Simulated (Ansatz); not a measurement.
C4H7N (`C=NC(=C)C`). Charge 0, multiplicity 1.

Cartesian coordinates in Å:
```
C -0.7810 -0.0866 -1.8586
N -0.9848 0.2662 -0.6658
C -0.0451 -0.0606 0.3199
C 0.3224 -1.3205 0.5570
C 0.4133 1.1119 1.1225
H -1.5357 0.1295 -2.6137
H 0.1316 -0.6059 -2.1754
H 0.9928 -1.5582 1.3729
H -0.0843 -2.1412 -0.0211
H -0.4465 1.6239 1.5616
H 0.9252 1.8378 0.4837
H 1.0920 0.8037 1.9171
```

Problem. Give the diagnostics of a CCSD(T)/def2-TZVPP run (frozen core, the Gaussian-basis code of Ansatz). (An estimate is asked.)

Solution. Ansatz gave: T1 = 0.0121, largest single amplitude 0.018, largest double 0.053, (T) share of the correlation energy 4.4 %, 11 CCSD cycles. The RHF solution is unstable towards an unrestricted one. T1 lies under the customary mark of 0.02 for closed shells.
